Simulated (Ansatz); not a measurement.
# H2O, singlet along the angle H2-O1-H3

Starting geometry (PBE0/def2-TZVP stationary point for this spin, not checked as a minimum):

```yaml
atoms:
  - { symbol: O, position_ang: [0.0000, -0.0653, 0.0000] }
  - { symbol: H, position_ang: [0.0000, 0.5184, -0.7615] }
  - { symbol: H, position_ang: [0.0000, 0.5184, 0.7615] }
```

From there the angle named below is changed in its plane at fixed bond lengths, both arms turning rigidly about the middle atom; atoms are numbered as listed. Energies are in kJ/mol, counted from the starting geometry at the same level. Kohn–Sham curves are unrestricted where that lies lower.

Basis 6-31G; Ansatz 0.2.0. Correlated methods freeze the noble-gas cores.

In so small a basis the reference is far from its limit while semilocal and hybrid functionals are nearer theirs (RPA and double hybrids share much of the reference's basis error), so the functionals' errors here hold much of the reference's basis and frozen-core error, which can add to them or hide them.

Full CI is exact within this basis and frozen core; it isn't the basis-set limit.

| angle H2-O1-H3 (°) | full CI | PBE | BLYP | r2SCAN | PBE0 | B3LYP | CAM-B3LYP | wB97M-V | B2PLYP | RPA-PBE |
| --- | --- | --- | --- | --- | --- | --- | --- | --- | --- | --- |
| 71.3 | 119.2 | 106.6 | 106.4 | 111.3 | 113.2 | 111.9 | 114.6 | 112.4 | 115.0 | 114.8 |
| 86.1 | 42.5 | 36.0 | 35.7 | 38.2 | 39.4 | 38.6 | 40.2 | 39.0 | 40.4 | 40.0 |
| 103.6 | 1.2 | 0.8 | 0.8 | 0.9 | 1.0 | 1.0 | 1.1 | 1.0 | 1.1 | 1.0 |
| 105.1 | 0.0 | 0.0 | 0.0 | 0.0 | 0.0 | 0.0 | 0.0 | 0.0 | 0.0 | 0.0 |
| 123.7 | 10.3 | 12.1 | 12.5 | 11.4 | 10.4 | 10.9 | 9.2 | 10.6 | 10.4 | 12.5 |
| 142.1 | 53.0 | 50.2 | 51.0 | 49.8 | 48.4 | 49.0 | 45.8 | 48.7 | 50.1 | 57.6 |
| 162.0 | 104.4 | 90.6 | 91.7 | 91.0 | 90.1 | 90.5 | 86.1 | 90.5 | 95.1 | 111.0 |
| 180.0 | 124.3 | 104.7 | 106.0 | 105.6 | 105.1 | 105.4 | 100.6 | 105.5 | 111.7 | 131.1 |
